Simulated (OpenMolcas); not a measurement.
Exact exchange and the dipole moment of C3H5N (propanenitrile)

C3H5N has 9 atoms, charge 0, and is taken as a singlet. SMILES: `CCC#N`. The shape is that of a PBE0-D4/def2-TZVP optimisation.

The dipole moment y, in D, basis def2-SVPD; a is the functional's share of exact exchange. Programs: OpenMolcas 26.06.

| functional | program | a | y (D) |
| --- | --- | --- | --- |
| PBE | OpenMolcas | 0 | 4.04 |
| TPSS | OpenMolcas | 0 | 4.03 |
| B3LYP | OpenMolcas | 0.2 | ? |
| PBE0 | OpenMolcas | 0.25 | 4.12 |
| BHLYP | OpenMolcas | 0.5 | 4.19 |

Fit y = c + s·a to the known rows and predict B3LYP.


1. Means of the 4 rows: a = 0.1875, y = 4.095.
2. Σ(Δa)² = 0.17188, Σ(Δa·Δy) = 0.05375, so the slope is 0.05375/0.17188 = 0.31272.
3. Intercept: 4.095 − (0.31272) × 0.1875 = 4.036. The largest residual of the fit is 0.006.
4. B3LYP: 4.036 + (0.31272) × 0.2 = 4.10 D.

The run gave 4.10 D, so the prediction is off by 0.00 D: they agree to the digits shown. More exact exchange makes the molecule more polar here. The measured value is 4.02 D (NIST CCCBDB).
